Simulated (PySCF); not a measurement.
Bond length, frequency and bond energy of LiO by level of theory

State: ²Π (doublet), unpaired electrons π ↑. Set-up: basis Li aug-cc-pVDZ, O aug-cc-pVDZ; no relativity; PySCF 2.14. De refers to Li + O in their high-spin ground configurations, without counterpoise correction. The functionals are run spin-unrestricted. A positive dipole means Li(−)O(+).

| Level | Re (Å) | ωe (cm⁻¹) | De (eV) | μ (D) | CPU s a point (SCF and correlation, without the integrals) |
| --- | --- | --- | --- | --- | --- |
| UHF | 1.698 | 839 | 1.78 | -6.88 | 0.17 |
| UHF-MP2 | 1.695 | 842 | 3.49 | n/a | 0.23 |
| UHF-SCS-MP2 | 1.688 | 857 | 3.47 | n/a | n/a |
| UHF-CCSD | 1.686 | 859 | 3.36 | n/a | n/a |
| UHF-CCSD(T) | 1.690 | 848 | 3.43 | n/a | 2.7 |
| PBE | 1.722 | 777 | 3.72 | -6.49 | 0.34 |
| revPBE | 1.734 | 762 | 3.53 | -6.53 | 0.22 |
| TPSS | 1.719 | 782 | 3.56 | -6.52 | 0.55 |
| r²SCAN | 1.719 | 793 | 3.63 | -6.64 | 0.54 |
| PBE0 | 1.706 | 808 | 3.45 | -6.61 | 0.52 |
| MN15 | 1.715 | 795 | 3.90 | -6.71 | 0.61 |

The bond length runs from 1.686 Å (UHF-CCSD) to 1.734 Å (revPBE). De spans 1.78 eV (UHF, mean field) to 3.90 eV (MN15, hybrid meta-GGA). Correlation at CCSD(T) changes the Hartree–Fock bond energy by +1.65 eV; the triples alone change it by +0.07 eV.

Correlated steps freeze 1 core orbital. Correlated levels converge slowly with the basis: in double zeta they bind strong bonds too weakly, by up to about 1 eV, and carry superposition errors of some tenths. The state is the lowest determinant that a PBE0 search found; another state may lie lower at other levels.

The whole job (state search and all levels along the bond) took about 1.2 min on 1 thread of Arm Neoverse V2 (shared host), peak memory 0.59 GiB.
